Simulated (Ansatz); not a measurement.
Geometry optimisation, RKS BHLYP-D4/6-31G* in Ansatz.

input.yaml

```yaml
crystal:
  periodic: [false, false, false]
  atoms:
    - { symbol: Al, position_ang: [0.057296, -0.676267, -0.289527] }
    - { symbol: C, position_ang: [-0.102705, 0.025062, 2.797242] }
    - { symbol: H, position_ang: [-0.90053, 0.26255, 3.491057] }
    - { symbol: H, position_ang: [0.85147, 0.029831, 3.311704] }
    - { symbol: H, position_ang: [-0.086538, 0.787313, 2.019361] }
    - { symbol: H, position_ang: [1.496999, -0.033177, -0.294827] }
    - { symbol: H, position_ang: [-1.206301, 0.141906, -0.765273] }
    - { symbol: P, position_ang: [-0.254904, -2.807568, 0.494994] }
    - { symbol: H, position_ang: [-1.021708, -3.304606, -0.579177] }
    - { symbol: H, position_ang: [0.968877, -3.363018, 0.06903] }
    - { symbol: H, position_ang: [-0.283156, -0.974525, 2.380616] }
basis:
  gaussian: { orbitals: "6-31G*" }
hamiltonian:
  xc: { name: BHLYP }
  dispersion: d4
relax:
  f_tol: 0.03
  max_steps: 50
```

Run as:

```bash
$ ansatz run input.yaml --threads 1 --pin off --max-ram 2048MiB --backend cpu --events-out ev --progress --plain --runs-dir out
```

Question: Where does it end, and by what steps?

Answer: It converged. The force dipped under the threshold on the way, but the program's further checks kept it going. After 25 steps the energy has fallen by 0.093 eV; H5 moved furthest, 0.89 Å.

| step | energy less start (eV) | largest force component (eV/Å) | accepted |
| --- | --- | --- | --- |
| 0 | 0.0000 | 0.593 | yes |
| 1 | -0.0604 | 0.173 | yes |
| 2 | -0.0736 | 0.261 | yes |
| 3 | -0.0746 | 0.265 | yes |
| 4 | -0.0801 | 0.104 | yes |
| 5 | -0.0823 | 0.058 | yes |
| 6 | -0.0834 | 0.069 | yes |
| 7 | -0.0843 | 0.069 | yes |
| 8 | -0.0849 | 0.048 | yes |
| 9 | -0.0854 | 0.073 | yes |
| 10 | -0.0861 | 0.104 | yes |
| 11 | -0.0854 | 0.138 | no |
| 12 | -0.0869 | 0.031 | yes |
| 13 | -0.0876 | 0.093 | yes |
| 14 | -0.0877 | 0.104 | yes |
| 15 | -0.0888 | 0.075 | yes |
| 16 | -0.0894 | 0.023 | yes |
| 17 | -0.0901 | 0.079 | yes |
| 18 | -0.0901 | 0.146 | yes |
| 19 | -0.0911 | 0.056 | yes |
| 20 | -0.0912 | 0.070 | yes |
| 21 | -0.0919 | 0.026 | yes |
| 22 | -0.0917 | 0.099 | no |
| 23 | -0.0924 | 0.020 | yes |
| 24 | -0.0924 | 0.090 | yes |
| 25 | -0.0928 | 0.028 | yes |

```xyz
11
Properties=species:S:1:pos:R:3
Al 0.264 -0.719 -0.201
C -0.262 0.076 2.841
H -0.359 0.699 3.725
H 0.775 0.104 2.515
H -0.921 0.473 2.071
H 1.737 -0.168 -0.083
H -0.923 0.209 -0.669
P -0.172 -2.940 0.345
H -1.048 -3.208 -0.728
H 0.975 -3.494 -0.262
H -0.547 -0.944 3.079
```

Whether the end is a true minimum wasn't checked by a vibrational analysis.

Run time: 62 s on 1 thread of Intel(R) Xeon(R) 6975P-C (Granite Rapids), with other jobs on the host, peak memory 0.16 GiB.
